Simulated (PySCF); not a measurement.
These are B3LYP-D3(BJ)/def2-TZVP run with PySCF values and carry that method's errors. Gas-phase values, no solvent. B3LYP has the VWN-RPA correlation part, as in Gaussian. Delta-SCF ions had no search for a lower state. 

Reference species (SMILES): `CS` (neutral, multiplicity 1).

The vertical ionisation energy (Delta-SCF) is 9.39 eV.

Changed species: `S` (X = H; the reference has X = methyl).

Task: What does the change do to the vertical ionisation energy (Delta-SCF)?

Result: the vertical ionisation energy (Delta-SCF) rises by 1.02 eV, to 10.41 eV.
